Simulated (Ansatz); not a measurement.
A barrier at the coupled-cluster level

Start structure (AlH3, closed shell), relaxed at PBE0-D4/def2-TZVP:

```csv
atom,x (Å),y (Å),z (Å)
Al1,-1.0601,0.2477,-0.8715
H2,0.5123,-0.0602,-1.3239
H3,0.5776,-0.1486,0.8755
H4,-0.0298,-0.0388,1.3200
```

The step: AlH + H₂ → AlH + H₂; bonds formed: Al1–H4, H2–H3; bonds broken: Al1–H2, H3–H4. Computed with Ansatz 0.2.0 (basis: def2-TZVPP and def2-QZVPP); correlated methods freeze the cores. Extrapolation: Hartree–Fock as exp(−7.88 √X), correlation as X^−2.97. Energies below are by CCSD(T) at an estimated basis limit (MP2 extrapolated from triple and quadruple zeta, plus CCSD(T) − MP2 in triple zeta).

(1) What are the electronic barrier and the energy of the step, from the start structure to the end structure? (Judge from chemistry; the value comes from the calculation.)

No T1 diagnostic of these runs exceeds 0.016. The restricted Hartree–Fock reference is unstable towards an unrestricted one at one or more of these structures.

## Answers

(1) Computed: Barrier 13.75 kcal/mol; step energy 0.00 kcal/mol (both ends alike: a degenerate step); reverse barrier, their difference, 13.74 kcal/mol. Barrier and step energy count from the start structure, the reverse barrier from the end structure.

The saddle point: One imaginary mode of 1233i cm⁻¹.
| pair | start (Å) | saddle (Å) | end (Å) |
| --- | --- | --- | --- |
| Al1–H4 | 2.44 | 1.80 | 1.67 |
| H2–H3 | 2.20 | 1.07 | 0.76 |
| Al1–H2 | 1.66 | 1.80 | 2.44 |
| H3–H4 | 0.76 | 1.07 | 2.20 |

Zero-point energy (harmonic, PBE0-D4): ZPE is 10.97 kcal/mol at the start and 10.65 kcal/mol at the saddle, so the barrier goes from 13.75 to 13.43 kcal/mol.

For scale, one of the runs: CCSD(T)/def2-TZVPP, 84 basis functions, launched by `ansatz run in.yaml --threads 2 --pin off --events-out ev --progress --plain --max-ram 4352MiB`. The run took about 0.6 s on 2 CPU threads of an Arm Neoverse V2 (shared host).
